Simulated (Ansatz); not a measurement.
Basis-set extrapolation for C2Si (PBE0-D4/def2-TZVP geometry, frozen core, Ansatz 0.2.0). Multiplicity 1, RHF reference.

|  | cc-pV(T+d)Z | cc-pV(Q+d)Z |
| --- | --- | --- |
| HF | -364.535110 | -364.542016 |
| MP2 correlation | -0.364758 | -0.388355 |
| CCSD(T) correlation | -0.408148 | -0.428281 |

Energies in hartree. Use E(X) = E(∞) + A·exp(−5.46·√X) for Hartree–Fock and E(X) = E(∞) + B·X^(−3.05) for correlation, with X = 3 and 4.

Problem. What is the CCSD(T) energy at the basis-set limit?

Solution. HF limit: -364.542016 + (-0.006906) × 0.30130 = -364.54410. Correlation limit: -0.428281 + (-0.020133) × 0.71189 = -0.44261. Total: -364.98671 hartree, 27.3 kcal/mol below CCSD(T)/cc-pV(T+d)Z.
